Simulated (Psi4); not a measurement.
Psi4 input (wB97X-D/6-31G*):

```
memory 1500 MB

molecule {
0 2
C     1.53379673    0.72178748   -0.05598659
C     0.05413916    0.71444552   -0.20590311
S    -0.80245468   -0.74723182    0.15829164
H    -2.04112453   -0.30969112   -0.11921902
H    -0.44898370    1.46562804   -0.79670620
H     1.90387340    1.74551367    0.02581078
H     1.84946314    0.17840682    0.83876032
H     2.04843123    0.25845385   -0.90997389
symmetry c1
no_reorient
no_com
}

set {
  basis 6-31G*
  reference uks
  scf_type pk
  dft_radial_points 99
  dft_spherical_points 590
  e_convergence 1e-8
  d_convergence 1e-7
  maxiter 150
}

e = energy('wb97x-d')
print_out(f'\nFINAL {e:.10f} DIPOLE {variable("CURRENT DIPOLE")[0]:.6f} {variable("CURRENT DIPOLE")[1]:.6f} {variable("CURRENT DIPOLE")[2]:.6f}\n')
```

Task: Predict the final energy.

Result: -477.30524 Eh.
